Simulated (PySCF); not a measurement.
carbon disulfide (CS2), SMILES C(=S)=S. Atoms are numbered in the order given.

```xyz
3

S      0.0000     0.0000    -1.5527
C      0.0000     0.0000     0.0000
S      0.0000     0.0000     1.5527
```
Charge 0, spin multiplicity 1.

Coordinates come from a B3LYP-D3(BJ)/def2-TZVP optimisation.

Computed with KT2/pcSseg-2 run with PySCF.

GIAO shieldings, no solvent; atoms alike by connectivity are averaged. δ = σ(ref) − σ: ³³S against H2S (σ = 720.7 ppm); ¹³C against TMS (σ = 184.2 ppm), references at their B3LYP-D3(BJ)/def2-TZVP geometries, non-relativistic.

```json
[
 {"nucleus": "³³S", "atoms": "S1, S3", "count": "2", "δ (ppm)": "191.5"},
 {"nucleus": "¹³C", "atoms": "C2", "count": "1", "δ (ppm)": "191.3"}
]
```
